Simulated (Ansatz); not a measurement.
```yaml
crystal:
  periodic: [false, false, false]
  atoms:
    - {symbol: W, position_ang: [-0.239300, 0.001765, 0.001232]}
    - {symbol: N, position_ang: [2.531452, -0.018669, -0.013029]}
    - {symbol: H, position_ang: [2.815704, -0.988079, -0.009459]}
    - {symbol: H, position_ang: [2.830709, 0.467170, 0.820621]}
    - {symbol: H, position_ang: [2.822022, 0.458454, -0.854747]}
basis:
  gaussian: {orbitals: def2-TZVP}
magnetization: {spin_polarized: true, initial_magnetization: 6}
hamiltonian: {xc: pbe0}
relax: {f_tol: 0.004, max_steps: 80}
```

```sh
$ ansatz run in.yaml --threads 1 --pin off --events-out ev --progress --plain --max-ram 2176MiB
```

Steps of the relaxation (energy above the last step; positions in Å, forces in eV/Å):

```
5
step 1, 58.2 meV
W    -0.239    0.002    0.001    0.202   -0.001   -0.001
N     2.531   -0.019   -0.013   -0.768    0.006    0.004
H     2.816   -0.988   -0.009    0.190    0.157   -0.002
H     2.831    0.467    0.821    0.187   -0.081   -0.137
H     2.822    0.458   -0.855    0.189   -0.080    0.136
```

```
5
step 2, 19.1 meV
W    -0.185    0.001    0.001    0.148   -0.001   -0.001
N     2.489   -0.018   -0.013   -0.555    0.004    0.003
H     2.812   -0.975   -0.010    0.136   -0.010   -0.001
H     2.827    0.461    0.809    0.136    0.003    0.007
H     2.818    0.452   -0.843    0.136    0.003   -0.008
```

```
5
step 3, 20.0 meV
W    -0.008    0.000    0.000   -0.340    0.003    0.002
N     2.408   -0.018   -0.012    0.397   -0.003   -0.002
H     2.780   -0.964   -0.009   -0.018    0.061    0.000
H     2.794    0.455    0.800   -0.019   -0.031   -0.053
H     2.786    0.447   -0.834   -0.019   -0.030    0.053
```

```
5
step 4, 20.9 meV
W    -0.213    0.002    0.001    0.163   -0.001   -0.001
N     2.450   -0.018   -0.013    0.526   -0.003   -0.003
H     2.835   -0.970   -0.010   -0.227    0.437   -0.001
H     2.849    0.458    0.805   -0.233   -0.218   -0.375
H     2.840    0.449   -0.839   -0.229   -0.214    0.380
```

```
5
step 7, 0.0 meV
W    -0.108    0.001    0.001    0.000    0.000    0.000
N     2.439   -0.018   -0.013    0.002    0.000    0.000
H     2.803   -0.965   -0.010    0.000    0.003    0.000
H     2.818    0.455    0.800    0.000   -0.001   -0.002
H     2.809    0.447   -0.834    0.000   -0.001    0.002
```

Close pairs at the end: N2–H5 1.014 Å, N2–H4 1.014 Å, N2–H3 1.014 Å, W1–N2 2.548 Å.

A stationary point of unrestricted PBE0 after 7 steps, with ⟨S²⟩ = 12.003 against 12.00 for a pure state; no frequencies were run, so it isn't proven a minimum. 10 s on 1 thread of AMD EPYC 9R45, shared host.
